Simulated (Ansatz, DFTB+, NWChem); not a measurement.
## C5H10 (SMILES C=CCCC): methods side by side

C5H10: 15 atoms, total charge 0, spin state singlet. SMILES: `C=CCCC`. The shape is that of a PBE0-D4/def2-TZVP optimisation. This is one conformer, not always the lowest.

Quantity: the atomisation enthalpy at 298 K, in kJ/mol. The values are calculated. The thermal term (zero-point and 298 K enthalpy, harmonic and unscaled) is that of HF/6-31G*; the spin-orbit lowering of the free atoms at 298 K, 0.1 kJ/mol by their spectra, is taken off.

Measured value to compare with: CRC Handbook of Chemistry and Physics gives the atomisation enthalpy at 298 K of the gas as 5785 kJ/mol.

```
                               level                    kind  program  value (kJ/mol)  computed − measured  CPU time (all runs)
                            DFTB2-D4          semi-empirical    DFTB+            5901                 +116            under 2 s
  SVWN5/6-31G* (spherical functions)                     LDA   NWChem            6577                 +792                 49 s
    PBE/6-31G* (spherical functions)                     GGA   NWChem            5870                  +85                 80 s
 revPBE/6-31G* (spherical functions)                     GGA   NWChem            5682                 -103                 73 s
  M06-L/6-31G* (spherical functions)                meta-GGA   NWChem            5714                  -71                 35 s
 M06-2X/6-31G* (spherical functions)         hybrid meta-GGA   NWChem            5762                  -23                 30 s
  HSE06/6-31G* (spherical functions)  range-separated hybrid   Ansatz            5796                  +11                 11 s
 B2PLYP/6-31G* (spherical functions)           double hybrid   Ansatz            5600                 -185                 13 s
    MP2/6-31G* (spherical functions)     perturbation theory   Ansatz            5309                 -476                4.4 s
BCCD(T)/6-31G* (spherical functions)   coupled cluster or CI   Ansatz            5269                 -516                 49 s
```

Nearest: HSE06/6-31G* (spherical functions) (+11 kJ/mol); farthest: SVWN5/6-31G* (spherical functions) (+792 kJ/mol). Computed less measured by kind, in kJ/mol (6-31G* rows): semi-empirical +116; LDA +792; GGA -103 to +85; meta-GGA -71; global hybrid -23; range-separated hybrid +11; double hybrid -185; perturbation theory -476; coupled cluster or CI -516. Wave-function methods converge slowly with the basis and bind too weakly in sets of this size; that is part of their error here. CPU times are rough (shared hosts, several kinds of processor): they show what a rung costs within a factor of a few.
